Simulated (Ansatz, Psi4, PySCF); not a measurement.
Species: silicon monoxide, SiO, charge 0, multiplicity 1. SMILES: [O+]#[Si-]
Coordinates optimised at B3LYP-D3(BJ)/def2-TZVP (Ansatz, a program for electronic structure):
```
Si
O 1 1.5131
```
Charge 0, spin multiplicity 1.

M06-2X/6-31G* (5d) beside other levels, property by property. Set-up: no spin-orbit coupling; LANL2DZ with its own core potentials from Na on; atomisation electronic, to ground-state atoms; 6-31G* and kin with 6d, 5d where marked; non-relativistic; frozen cores in correlated levels; UHF or UKS for open shells. CBS(X,Y): correlation extrapolated as X^-3; Hartree-Fock from the larger set (for Q and 5 zeta extrapolated as (X+1)exp(-9√X)). Ab initio and DFT rows: single points at B3LYP-D3(BJ) geometries (Ansatz), with unscaled harmonic terms from B3LYP/6-31G* at its own minima, enthalpies of formation by atomisation with measured atoms.

Measured values: G2/97 table in ASE (Curtiss et al.); NIST CCCBDB, as tabulated in the package chemicals; they hold spin-orbit and core effects, anharmonicity. Coupled cluster (Ansatz) is a level with limits of its own, used here on species with T1 under 0.025 (0.045 for open shells) and stable references: CCSD(T)/CBS(cc-pV(Q+d)Z,cc-pV(5+d)Z).

```json
[
 {"property": "atomisation energy (kcal/mol)", "M06-2X/6-31G* (5d) (PySCF)": "183.3", "BP86/def2-SVP (PySCF)": "191.2", "B3LYP/LANL2DZ (Ansatz)": "153.0", "wB97X-D/6-31G* (Psi4)": "180.0", "to compare with": "191.8 coupled cluster"},
 {"property": "size of the dipole moment (D)", "M06-2X/6-31G* (5d) (PySCF)": "2.86", "BP86/def2-SVP (PySCF)": "2.35", "B3LYP/LANL2DZ (Ansatz)": "2.97", "wB97X-D/6-31G* (Psi4)": "2.68", "to compare with": "3.10 measured"},
 {"property": "enthalpy of formation at 298 K (kcal/mol)", "M06-2X/6-31G* (5d) (PySCF)": "-15.7", "BP86/def2-SVP (PySCF)": "-23.6", "B3LYP/LANL2DZ (Ansatz)": "14.7", "wB97X-D/6-31G* (Psi4)": "-12.4", "to compare with": "-24.6 measured"}
]
```

As the rows show:
- atomisation energy: M06-2X/6-31G* (5d) lies 8.5 kcal/mol below coupled cluster.
- size of the dipole moment: M06-2X/6-31G* (5d) lies 0.24 D below the measured value.
- enthalpy of formation at 298 K: M06-2X/6-31G* (5d) lies 8.9 kcal/mol above the measured value.

The properties are those with a value to compare with, at most eight drawn at random. No case is left out for the size of its miss. Left out are saddle points of the reference geometry, anions that the best level run finds unbound, excited spin states, species near biochemistry, cases with under five habitual levels, runs that failed or whose electronic state is in doubt, and table entries that another table contradicts.
